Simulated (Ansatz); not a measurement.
# H2Cl (doublet): the correlation ladder at distance Cl1–H2 along a hydrogen transfer = 1.279 Å, cc-pVTZ

Aim: climb from Hartree-Fock through coupled cluster and multireference methods for H2Cl (doublet) at one geometry and basis, and see what each rung misses.

Method: cc-pVTZ, core rule «outside noble gas», up to 5 orbitals frozen; program: Ansatz 0.2.0, Gaussian basis.

To be run: UHF; CCSD(T) on ROHF; CCSD(T) on UHF; BCCD(T) on ROHF; CISD; CCSDT(Q) on ROHF; CCSDT(Q) on UHF; CASSCF and MRCISD+Q, 3 electrons in 3 orbitals; CASSCF and NEVPT2, 3 electrons in 3 orbitals; CASSCF and MRCISD+Q, 9 electrons in 6 orbitals; CASSCF and NEVPT2, 9 electrons in 6 orbitals.

5 further runs of the same task are left out: 1 for a mislabelled method, 4 that didn't finish.

### 1 What is computed

The geometry derives from fragments relaxed apart (PBE0/def2-TZVP) and kept rigid, so it is no stationary point. A hydrogen atom is moved between rigid fragments.

3 atoms, charge 0, spin multiplicity 2.

Atoms are counted from 1 here; the program's logs count them from 0.

Bond lengths: Cl1–H2 1.279 Å.

### 2 UHF

Input file in.yaml:

```yaml
crystal:
  periodic: [false, false, false]
  atoms:
    - {symbol: Cl, position_ang: [0.000000, 0.000000, -1.197600]}
    - {symbol: H, position_ang: [0.000000, 0.000000, 0.081200]}
    - {symbol: H, position_ang: [0.000000, 0.000000, 1.116400]}
basis:
  gaussian: {orbitals: cc-pVTZ}
magnetization: {spin_polarized: true, initial_magnetization: 1}
hamiltonian: {xc: hf}
output: {orbitals: {seedname: orbitals}}
```

Launch:

```
$ ansatz run in.yaml --threads 1 --pin off --events-out ev --progress --plain --max-ram 2393MiB
```

After this run come: CCSD(T) on ROHF; CCSD(T) on UHF; BCCD(T) on ROHF; CISD; CCSDT(Q) on ROHF; CCSDT(Q) on UHF; CASSCF and MRCISD+Q, 3 electrons in 3 orbitals; CASSCF and NEVPT2, 3 electrons in 3 orbitals; CASSCF and MRCISD+Q, 9 electrons in 6 orbitals; CASSCF and NEVPT2, 9 electrons in 6 orbitals.

Before running them: what should the planned runs give, taken together? Wanted: UCCSDT(Q) below the RHF energy; RMP2 from UCCSDT(Q); UMP2 from UCCSDT(Q); RCCSD from UCCSDT(Q); RCCSD(T) from UCCSDT(Q); UCCSD(T) from UCCSDT(Q); RCCSDT(Q) from UCCSDT(Q); NEVPT2 pair from UCCSDT(Q); MRCISD+Q pair from UCCSDT(Q).

As calculated:

| quantity | value |
| --- | --- |
| UCCSDT(Q) below the RHF energy | -6.7188 eV |
| RMP2 from UCCSDT(Q) | +82.5 kJ/mol |
| UMP2 from UCCSDT(Q) | +82.7 kJ/mol |
| RCCSD from UCCSDT(Q) | +24.8 kJ/mol |
| RCCSD(T) from UCCSDT(Q) | +2.4 kJ/mol |
| UCCSD(T) from UCCSDT(Q) | +2.4 kJ/mol |
| RCCSDT(Q) from UCCSDT(Q) | 0.0 kJ/mol |
| NEVPT2 pair from UCCSDT(Q) | +82.7 kJ/mol |
| MRCISD+Q pair from UCCSDT(Q) | +8.4 kJ/mol |
| NEVPT2 valence from UCCSDT(Q) | +132.3 kJ/mol |
| levels within 1 kcal/mol (43 meV) | RCCSD(T), UCCSD(T), BCCD(T), RCCSDT, UCCSDT, RCCSDT(Q) |
| T1 diagnostic | 0.022 |
| effectively unpaired electrons | 1.00 |

What this shows: RCCSD(T) lands +2.4 kJ/mol from the yardstick (0.4 % of the correlation energy). One determinant dominates. Of the multireference levels listed MRCISD+Q valence comes nearest in total energy (+8.1 kJ/mol), which doesn't show that its space is the better one. These misses are within one basis, not against nature; the frozen cores of restricted and unrestricted runs differ, which can shift their rows.
